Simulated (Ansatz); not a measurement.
The same path of CH4AlF + H2 (9 atoms, charge 0, multiplicity 1) was run twice with different band settings. Lost on the way: Al1–F2, H8–H9. Made: Al1–H8, F2–H9.

Method: RKS B3LYP/def2-mTZVP (Ansatz).

Relaxed end points:

```xyz
9
Properties=species:S:1:pos:R:3
Al 0.028 -0.383 -0.053
F 0.077 -0.785 1.563
C 1.717 -0.153 -0.995
H 2.135 -1.121 -1.293
H 1.607 0.438 -1.908
H 2.472 0.329 -0.369
H -1.414 -0.262 -0.681
H -0.029 2.735 1.015
H -0.012 2.284 1.607
```

```xyz
9
Properties=species:S:1:pos:R:3
Al -0.018 0.585 -0.290
F 0.174 0.101 1.836
C 1.707 -0.021 -1.006
H 1.810 -1.109 -0.964
H 1.817 0.258 -2.060
H 2.561 0.412 -0.479
H -1.363 -0.195 -0.607
H -0.161 2.090 0.262
H 0.054 0.962 2.195
```

Common settings: movable images 7; climbing image yes; optimiser quadratic models (default); start path through a guess of the saddle point; force threshold 0.05 eV/Å; iteration limit 60; end points relaxed.

| run | spring |
| --- | --- |
| 1 | 5.0 eV/Å² |
| 2 | 0.1 eV/Å² |

Question: What does each run give, and how far can it be trusted?

Answer: Run 1: converged after 11 iterations, highest image 1.632 eV above the first end. A vibrational analysis at the climbing image gives one clearly imaginary mode, 513i cm⁻¹: a first-order saddle point.
Run 2: converged after 10 iterations, highest image 1.632 eV above the first end. Another band between the same ends (7 images) ends at a top of the same energy, where a vibrational analysis finds 1 clearly imaginary mode.
The orbitals stay closed-shell, which can raise the energy where a bond breaks towards radicals; this wasn't checked here.
